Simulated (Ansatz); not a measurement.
**ClF (singlet): wave-function methods side by side, cc-pV(T+d)Z**

One table from this session's results is given with a row withheld; the runs are named, their logs left out.

Program: Ansatz 0.2.0, Gaussian basis. Level of theory: cc-pV(T+d)Z, core rule «outside noble gas», up to 6 orbitals frozen. These are calculated values, not measurements.

Plan: UHF; CCSD(T) on RHF; BCCD(T) on RHF; CISD; CCSDT(Q) on RHF; CASSCF and MRCISD+Q, 14 electrons in 8 orbitals; CASSCF and NEVPT2, 14 electrons in 8 orbitals.

9 further runs of the same task are left out: 9 set aside as unsound or not needed.

### What is computed

The geometry is an MP2(full)/6-31G* stationary point (not a proven minimum).

2 atoms, charge 0, spin multiplicity 1.

Atoms are counted from 1 here; the program's logs count them from 0.

Bond lengths: F1–Cl2 1.659 Å.

Set-up of the first run:

Input file in.yaml:

```yaml
crystal:
  periodic: [false, false, false]
  atoms:
    - {symbol: F, position_ang: [0.000000, 0.000000, 0.000000]}
    - {symbol: Cl, position_ang: [0.000000, 0.000000, 1.659096]}
basis:
  gaussian: {orbitals: "cc-pV(T+d)Z.json"}
magnetization: {spin_polarized: true, initial_magnetization: 0}
hamiltonian: {xc: hf}
output: {orbitals: {seedname: orbitals}}
```

Run with:

```bash
> ansatz run in.yaml --threads 1 --pin off --events-out ev --progress --plain --max-ram 4096MiB --backend cpu
```

Among the steps run: UHF; CCSD(T) on RHF; BCCD(T) on RHF; CISD; CCSDT(Q) on RHF; CASSCF and MRCISD+Q, 14 electrons in 8 orbitals; CASSCF and NEVPT2, 14 electrons in 8 orbitals.

One of the session's tables, all rows but one given; the rest of the session is left out.

```
          method  from RCCSDT(Q) (meV)
             RHF              +13169.4
            RMP2                +998.7
            CISD               +1567.7
           RCCSD                +506.9
        RCCSD(T)                 +42.8
         BCCD(T)                 +40.5
          RCCSDT                 +28.3
       RCCSDT(Q)                     0
  CASSCF valence              +12070.5
  NEVPT2 valence               +2114.0
  MRCISD valence               +1296.2
MRCISD+Q valence                     ?
```

Q: Estimate the row for MRCISD+Q valence from the others.

As computed: from RCCSDT(Q) (meV): +273.6. In the column «from RCCSDT(Q) (meV)» it lies between RCCSD(T) (+42.8) and RCCSD (+506.9).
